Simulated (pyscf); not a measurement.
Structures and frequencies: ωB97X-D3(BJ)/def2-SVP in PySCF.

Problem. How much does it cost (ΔH, 298 K, ωB97M-D3(BJ)/def2-TZVP) to split `[CH3][O][SiH]([CH3])[OH]` at its C–Si bond into H₃C–O–SiH•–OH + CH₃•?

Solution. C–Si to H₃C–O–SiH•–OH + CH₃•: 96.0 kcal/mol. The 7 functionals that were run give +86.9 (r²SCAN) to +96.4 kcal/mol (ωB97X-D3(BJ)). H₃C–O–SiH(CH₃)–OH lies 24.3 kcal/mol over its isomer H₃C–Si(CH₃)(OH)–OH, and others may lie lower still (electronic energy, ωB97M-D3(BJ)). H₃C–O–SiH•–OH lies 24.7 kcal/mol over its isomer H₃C–Si•(OH)–OH, and others may lie lower still (electronic energy, ωB97M-D3(BJ)).
